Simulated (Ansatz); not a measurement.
AlH4, that is [AlH4]- with one electron fewer. Charge 0, multiplicity 2. Geometry r2SCAN-D4/def2-TZVPD, that of the charge -1 singlet; atoms count from 1.

```xyz
5

Al    0.000    0.000    0.001
H    -1.566    0.441    0.240
H     0.507    0.554   -1.462
H     0.119   -1.640    0.034
H     0.940    0.644    1.187
```

(1) Estimate the Mulliken populations from the PBE0/def2-TZVPD orbitals of Ansatz.

(2) Where does the spin sit?

Answers

(1) 
```tsv
atom	charge (e)	spin (α − β)
Al1	0.26	0.15
H2	-0.06	0.21
H3	-0.06	0.22
H4	-0.06	0.21
H5	-0.07	0.21
```
Mulliken values and Mayer orders depend strongly on the basis. With diffuse functions, as here, like atoms can get unlike values, and bond orders can come out too low or too high.

(2) Summed by element: Al 0.15, H 0.85, of 1 unpaired in all. Largest on single atoms: H3 0.22, H2 0.21, H4 0.21.
